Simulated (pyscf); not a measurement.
Thermochemistry of product channels of `[Ga][AsH2]` [singlet] + `[OH2]` on the singlet surface, in eV, from ωB97M-D3(BJ)/def2-TZVP energies (ideal gas, 1 atm, RRHO with modes under 100 cm⁻¹ raised to 100, one conformer, R ln 2 for chiral ones without a mode under 150 cm⁻¹). PySCF, gas phase, ωB97X-D3(BJ)/def2-SVP geometries.

| products | ΔE | ΔH(298 K) | ΔG(900 K) | ΔG(1200 K) |
|---|---|---|---|---|
| `[OH][Ga]=[AsH]` + `[H][H]` | +0.13 | 0.00 | +0.23 | +0.27 |
| `[OH][GaH][AsH2]` | -1.13 | -1.16 | +0.14 | +0.54 |

The channel to HO–GaH–AsH₂ turns unfavourable between 298 and 1200 K (ΔG from -0.72 eV to +0.54 eV).

These are energies of the channels, which say nothing of barriers. Elements up to Kr have no core potential and no relativistic terms here.
